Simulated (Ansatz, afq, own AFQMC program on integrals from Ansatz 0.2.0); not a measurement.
## H₂S, triplet: a scan with AFQMC

```xyz
3

H     0.0000    0.0000   -1.0457
H     0.0000    0.0000   -0.3007
S     0.0000    0.0000    1.3463
```

A hydrogen atom is moved from one rigid fragment to the other; the H1–H2 distance tells how far. The two fragments are held close together, so this isn't a minimum-energy path and the start is a compressed complex. Energies in kJ/mol count from this geometry (0.745 Å) at the same level; the start stands on UHF, each point on the determinant named.

Basis cc-pVTZ. Only valence electrons are correlated. Ansatz 0.2.0 and our own AFQMC program on the same integrals; the CISD trial comes from CCSD amplitudes, and released means the phaseless constraint is let go. Error bars are statistical, one sigma.

Cautions, each for one point or more: lower spins were not checked.

| r(H1–H2) / Å | det. | T1 | weight | ⟨S²⟩ | CCSD(T) | ph-AFQMC/CISD | released AFQMC | CCSDT(Q) | HF | wB97M-V |
| --- | --- | --- | --- | --- | --- | --- | --- | --- | --- | --- |
| 0.821 | UHF | 0.014 | 0.91 | 2.03 | 8.6 | 8.4 ± 0.3 | 8.7 ± 0.3 | 8.4 | 14.3 | 6.8 |
| 0.859 | UHF | 0.015 | 0.91 | 2.04 | 15.4 | 14.7 ± 0.3 | 15.4 ± 0.3 | 15.2 | 22.9 | 12.9 |
| 0.898 | UHF | 0.016 | 0.91 | 2.04 | 23.0 | 22.7 ± 0.3 | 22.9 ± 0.3 | 22.7 | 31.2 | 19.8 |
| 0.936 | UHF | 0.016 | 0.91 | 2.04 | 30.4 | 30.0 ± 0.3 | 30.3 ± 0.3 | 30.1 | 38.0 | 26.8 |
| 1.012 | UHF | 0.016 | 0.91 | 2.04 | 44.8 | 44.2 ± 0.2 | – | 44.6 | 48.0 | 41.4 |

Weight is that of the determinant in the CISD state; at the start T1 is 0.012 and the weight 0.91, and ⟨S²⟩ is 2.02. A dash marks a missing value, a released energy that hasn't settled or a functional that sits on another state. Largest departures from CCSDT(Q), at the points where its series has closed: CCSD(T) 0.3 kJ/mol at 0.936 (on UHF), ph-AFQMC/CISD -0.5 kJ/mol at 0.859 (on UHF) (within the noise), released AFQMC 0.3 kJ/mol at 0.936 (on UHF) (within the noise), HF 8.5 kJ/mol at 0.898 (on UHF), wB97M-V -3.2 kJ/mol at 0.936. Functionals count only at points shown to share the start's state and spin.

Some points may be missing: those where a free walk finds a much lower state, and past Zn most of those on another determinant than at the start.

CCSDT and higher add their correlation energy to the determinant of the CCSD(T) run, since their own runs factorise the integrals more tightly (a shift of under 2 meV). A walk keeps the symmetry of its determinant, which the program's search chose and which needn't be the lowest solution, so a lower state of the same spin and another symmetry isn't excluded. Released energies are given only where the last usable release times agree within the noise; a slower fall can still hide under it.
